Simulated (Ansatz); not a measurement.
Born–Oppenheimer molecular dynamics of AlClH₂ (4 atoms, charge 0, multiplicity 1). It goes on from the last frame of an earlier run, with new velocities.

All numbers below come from Ansatz, RKS B3LYP-D4/cc-pVDZ.

- ensemble: NVT, Langevin thermostat
- time step: 0.5 fs
- steps asked: 100
- set temperature: 400 K
- friction: 0.001 /fs
- seed: 753974

First frame:

```xyz
4
Properties=species:S:1:pos:R:3
Al 0.044 -0.072 0.033
H 0.043 0.386 1.536
H 1.272 0.404 -0.797
Cl -1.875 0.010 -1.087
```

Problem. How far do the bonds stretch over the last three quarters of this one trajectory? (Pairs bonded in most of those frames.)

Solution. 
```json
{"bond": "Al1–H2", "mean (Å)": "1.594", "spread (Å)": "0.015", "shortest": "1.57", "longest": "1.63"}
{"bond": "Al1–H3", "mean (Å)": "1.598", "spread (Å)": "0.038", "shortest": "1.53", "longest": "1.66"}
{"bond": "Al1–Cl4", "mean (Å)": "2.113", "spread (Å)": "0.029", "shortest": "2.08", "longest": "2.18"}
```

Mean temperature of the second half: 643 K. The mean temperature of the second half is 61 % above the set value. A run of 0.05 ps of so small a system gives no equilibrium averages.

Time of the run: 53 s on 1 thread of Intel(R) Xeon(R) 6975P-C (Granite Rapids), on a shared host, peak memory 0.1 GiB.
